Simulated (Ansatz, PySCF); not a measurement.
System: C4H4N (charge 0, doublet). It need not be the lowest isomer of its formula. SMILES: c1c[c][nH]c1
Structure (B3LYP-D3(BJ)/def2-TZVP (Ansatz, a first-principles code) minimum search):
```
C
C 1 1.3720
H 2 1.0762 1 131.33
H 1 1.0778 2 125.81 3 0.00
N 2 1.3836 3 121.13 1 -180.00
H 5 1.0035 2 126.04 3 0.00
C 5 1.3541 6 126.03 2 -180.00
C 7 1.3627 5 111.38 6 180.00
H 8 1.0753 7 127.81 5 -180.00
```
Charge 0, spin multiplicity 2.

Property: atomisation energy (electronic, to ground-state atoms), in kcal/mol. Valence correlation only, unless marked. UHF or UKS for open shells. No spin-orbit coupling. Non-relativistic. The coupled-cluster limit lacks core correlation, which all-electron functionals hold. Basis-set limits of correlation are two-point, X^-3; Hartree-Fock from the larger set. The bracket is a focal-point correction in the basis named.

```
level                            program  atomisation energy (kcal/mol)
------------------------  --------------  -----------------------------
HF-D3(BJ)/def2-TZVPD       PySCF + dftd3                          705.3
RI-HF/cc-pVQZ                     Ansatz                          667.3
BLYP-D4/def2-TZVPD        Ansatz + dftd4                          954.9
revPBE-D3(BJ)/def2-TZVPD  Ansatz + dftd3                          959.6
```

What does RI-MP2/CBS(cc-pVTZ,cc-pVQZ)+[CCSD(T)-MP2]/cc-pVDZ (Ansatz) give?

940.6 kcal/mol
